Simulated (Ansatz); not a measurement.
fcc Au, treated with PBE0-D3(BJ) in Ansatz (PAW).

Numerical settings: plane-wave cutoff 460 eV, 14×14×14 k mesh, Fermi–Dirac smearing 0.05 eV, scalar-relativistic PAW data made under PBE.

Energies at three volumes about the minimum:

```csv
V (Å³/atom),E − E_lowest (meV/atom)
16.420,6.28
16.841,0.00
17.100,2.04
```

Q: Fit a parabola by hand: where is the minimum, what lattice constant follows, and what is the bulk modulus?

A: Slopes: (0.00 − 6.28)/(16.841 − 16.420) = -14.917 and (2.04 − 0.00)/(17.100 − 16.841) = 7.876 meV/Å³. Curvature E″ = 2 × (7.876 − (-14.917))/(17.100 − 16.420) = 67.038 meV/Å⁶. From the middle of the first interval, the slope vanishes at V0 = 16.6305 − (-14.917)/67.038 = 16.853 Å³/atom. B = V0 E″ = 16.853 × 67.038 meV/Å³ × 0.1602 GPa per meV/Å³ = 181 GPa. With 4 atoms in the cube, a = (4 × 16.853)^(1/3) = 4.070 Å. The full Birch–Murnaghan fit to all volumes gives V0 = 16.846 Å³/atom and B0 = 176 GPa.

Measured, for comparison: bulk modulus 182 GPa (0 K value with the zero-point phonon effect removed, our sources range from 175 to 182; as tabulated in Mejia-Rodriguez and Trickey (2018), arXiv:1807.09216); lattice constant a 4.062 Å (static lattice: zero-point anharmonic expansion removed; as tabulated in Mejia-Rodriguez and Trickey (2018), arXiv:1807.09216). Computed (rounded) less measured: bulk modulus -3 % (inside the range of the sources held).

Ansatz is an electronic-structure program.
